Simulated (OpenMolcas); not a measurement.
**quartet OF at 6 levels**

Wanted: a comparison of 6 runs (UHF/STO-3G, UHF/3-21G, U-revPBE/aug-cc-pVTZ, UB3LYP/aug-cc-pVTZ, UPBE/aug-cc-pVTZ, USVWN5/aug-cc-pVTZ) of quartet OF. 

The results are computed with OpenMolcas 26.06.

## Step 1: Starting point

The species is OF (2 atoms), meant as a quartet with charge 0. SMILES of the parent species: `[O]F`. The coordinates come from a PBE0-D4/def2-TZVP relaxation. That shape belongs to the parent species and isn't relaxed for this state.

Bond lengths: O1–F2 1.330 Å.

## Step 2: A single-point energy at UHF/STO-3G (run 1)

test.input reads:

```
* FO Hartree-Fock

&GATEWAY
 BasLib=$CurrDir
 Coord
 2
 bohr
 O      0.00000000     0.00000000    -0.03014113
 F      0.00000000     0.00000000     2.48385602
 Basis=STO-3G
 Group=NoSym

&SEWARD

&SCF
 UHF
 Spin=4
 Thresholds=1e-10 1e-07 1e-07 1e-05
 PrOrbitals=1 2
```

The basis set STO-3G is read from a file made from the Basis Set Exchange's data (not shown).

Run with:

```bash
export MOLCAS_MEM=1860
pymolcas test.input > test.log
```

The log of the run:

```text
--- Start Module: gateway ---
[...]
--- Stop Module: gateway /rc=_RC_ALL_IS_WELL_ ---
--- Start Module: seward ---
[...]
      Basis functions           10
--- Stop Module: seward /rc=_RC_ALL_IS_WELL_ ---
--- Start Module: scf ---
[...]
       Convergence after  14 Iterations
[...]
::    Total SCF energy                               -171.6077590570
[...]
      Total spin, S                                     1.5000000000
[...]
      Total electronic charge=   17.000000
      Total            charge=   -0.000000
[...]
      Dipole Moment (debye):
      Origin of the operator (angstrom)=    0.0000    0.0000    0.7063
                   X= -7.1403E-17               Y= -2.2160E-16               Z= -8.7015E-01           Total=  8.7015E-01
      Quadrupole Moment (debye*angstrom):
[...]
--- Stop Module: scf /rc=_RC_ALL_IS_WELL_ ---
[...]
```

Run time: 1.8 s. Hardware: 1 thread of Arm Neoverse V1, shared host; peak memory 0.37 GiB.

## Step 3: A single-point energy at UHF/3-21G (run 2)

calc.input reads:

```
&GATEWAY
 BASLIB=$CurrDir
 COORD
 2
 angstrom
 O        0.000000       0.000000      -0.015950
 F        0.000000       0.000000       1.314400
 BASIS=3-21G
 GROUP=NoSym

&SEWARD

&SCF
 UHF
 SPIN=4
 THRESHOLDS=1e-10 1e-07 1e-07 1e-05
 PRORBITALS=1 2
```

The basis set 3-21G is read from a file made from the Basis Set Exchange's data (not shown).

Run with:

```bash
export MOLCAS_MEM=1860
pymolcas calc.input > calc.log
```

The log of the run:

```text
--- Start Module: gateway ---
[...]
--- Stop Module: gateway /rc=_RC_ALL_IS_WELL_ ---
--- Start Module: seward ---
[...]
      Basis functions           18
--- Stop Module: seward /rc=_RC_ALL_IS_WELL_ ---
--- Start Module: scf ---
[...]
       Convergence after  16 Iterations
[...]
::    Total SCF energy                               -173.0608899677
[...]
      Total spin, S                                     1.5030488870
[...]
      Total electronic charge=   17.000000
      Total            charge=   -0.000000
[...]
      Dipole Moment (debye):
      Origin of the operator (angstrom)=    0.0000    0.0000    0.7063
                   X=  8.3828E-17               Y=  3.3295E-16               Z= -1.2973E+00           Total=  1.2973E+00
      Quadrupole Moment (debye*angstrom):
[...]
--- Stop Module: scf /rc=_RC_ALL_IS_WELL_ ---
[...]
```

Run time: 1.8 s. Hardware: 1 thread of Arm Neoverse V1, shared host; peak memory 0.37 GiB.

Runs 3 to 5 aren't shown in full; the table further down has their settings and results.

## Step 4: The energy at USVWN5/aug-cc-pVTZ (run 6)

calc.inp reads:

```
* FO Kohn-Sham DFT

&GATEWAY
  BasLib = $CurrDir
  BasisSet
  O.aug-cc-pVTZ....
  O1 0.000000 0.000000 -0.015950 angstrom
  End of Basis
  BasisSet
  F.aug-cc-pVTZ....
  F2 0.000000 0.000000 1.314400 angstrom
  End of Basis

&SEWARD
  GridInput
  Grid=UltraFine
  End of Grid

&SCF
  UHF
  Spin = 4
  KSDFT = SVWN5
  Thresholds = 1e-10 1e-07 1e-07 1e-05
  PrOrbitals = 1
```

The basis set aug-cc-pVTZ is read from a file made from the Basis Set Exchange's data (not shown).

Run with:

```bash
export MOLCAS_MEM=1860
pymolcas calc.inp > calc.log
```

The log of the run:

```text
--- Start Module: gateway ---
[...]
--- Stop Module: gateway /rc=_RC_ALL_IS_WELL_ ---
--- Start Module: seward ---
[...]
      Basis functions           92
--- Stop Module: seward /rc=_RC_ALL_IS_WELL_ ---
[...]
--- Start Module: scf ---
[...]
       Convergence after  22 Iterations
[...]
::    Total KS-DFT energy                            -173.6335134485
[...]
      Total spin, S                                     1.5014350966
[...]
      Total electronic charge=   17.000000
      Total            charge=   -0.000000
[...]
      Dipole Moment (debye):
      Origin of the operator (angstrom)=    0.0000    0.0000    0.7063
                   X= -3.2410E-15               Y= -1.4776E-14               Z= -1.9578E-01           Total=  1.9578E-01
      Quadrupole Moment (debye*angstrom):
[...]
--- Stop Module: scf /rc=_RC_ALL_IS_WELL_ ---
[...]
```

It took 17 s on 1 thread of Arm Neoverse V1, shared host; peak memory 0.51 GiB.

## Step 5: All runs side by side

| run | level | integration grid | energy (Eh) | dipole moment (D) | HOMO energy (eV) | ⟨S²⟩ | wall time |
| --- | --- | --- | --- | --- | --- | --- | --- |
| 1 | UHF/STO-3G | – | -171.607759 | 0.87 | -4.63 | 3.750 | 1.8 s |
| 2 | UHF/3-21G | – | -173.060890 | 1.30 | -10.37 | 3.762 | 1.8 s |
| 3 | U-revPBE/aug-cc-pVTZ | UltraFine | -174.749830 | 0.22 | -2.81 | 3.756 | 21 s |
| 4 | UB3LYP/aug-cc-pVTZ | UltraFine | -174.794209 | 0.43 | -4.60 | 3.761 | 22 s |
| 5 | UPBE/aug-cc-pVTZ | UltraFine | -174.634394 | 0.21 | -2.86 | 3.756 | 25 s |
| 6 | USVWN5/aug-cc-pVTZ | UltraFine | -173.633513 | 0.20 | -2.95 | 3.756 | 17 s |

## Step 6: Outcome

| quantity | value |
| --- | --- |
| run 6: total energy | -173.63351 Eh |
| run 6: dipole moment | 0.20 D |
| run 6: HOMO energy (highest over α and β) | -2.95 eV |
| run 6: ⟨S²⟩ | 3.756 |

What this shows: The dipole moment (its size) runs from 0.20 D (USVWN5/aug-cc-pVTZ) to 1.30 D (UHF/3-21G). The two ends differ in method and basis. Totals of different functionals can't be ranked against each other. In run 1 the basis is minimal, so the values are rough. All runs together took 89 s, the longest 25 s.
